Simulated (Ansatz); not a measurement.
`C#CCC(=O)O` + H₂ → `O=CO` + `C#CC` at 500 K and 1 bar (hydrogenolysis of a C–C bond).

Isolated molecules relaxed with PBE0-D4/def2-TZVP in Ansatz; ΔE leaves out vibrations. CBS: MP2 limit from def2 TZ/QZ plus the TZ coupled-cluster correction, frozen cores. This one scheme is used for every species. One conformer a species, not always the lowest.

```csv
species,CCSD(T)/CBS energy (Eh),H − E (kJ/mol),S (J/(mol·K))
`C#CCC(=O)O`,-304.90609,230.7,389.3
H₂,-1.17544,41.0,145.5
`O=CO`,-189.60296,110.7,274.8
`C#CC`,-116.49627,173.5,282.9
```

H − E and S are ideal-gas, rigid-rotor, harmonic terms from PBE0-D4/def2-TZVP, for one conformer and one mirror image of each species. The MP2-based limit puts H₂ 0.8 mEh under its directly extrapolated value; such offsets cancel only in part. 1 Eh = 2625.50 kJ/mol, R = 8.31446 J/(mol·K).

Task: By hand: ΔE, ΔH, ΔS and ΔG.

Result: ΔE = (-189.60296) + (-116.49627) − (-304.90609) − (-1.17544) = -0.01770 Eh = -46.5 kJ/mol. Δ(H − E) = 110.7 + 173.5 − 230.7 − 41.0 = 12.5, so ΔH = -34.0 kJ/mol. ΔS = 274.8 + 282.9 − 389.3 − 145.5 = 22.9 J/(mol·K). ΔG = -34.0 − 500 × (22.9)/1000 = -45.5 kJ/mol.

Task: By hand: the equilibrium constant, and the temperature at which ΔG would vanish if ΔH and ΔS stayed fixed.

Result: log₁₀ K = −ΔG/(RT ln 10) = 4.8. ΔH and −TΔS have one sign here, so there is no such temperature.

TΔS isn't small against ΔH here. A doubt of 5 kJ/mol in ΔE shifts log₁₀ K by 0.5 here. Other conformers and mirror images would add mixing entropy, several J/(mol·K) or more a flexible species. Modes under 60 cm⁻¹, often nearly free rotors, make the harmonic entropy too high. These are equilibria of isolated gas molecules and say nothing of rates. Largest T1 diagnostic: 0.016 (customary marks: 0.02 for closed shells, 0.045 for open ones).
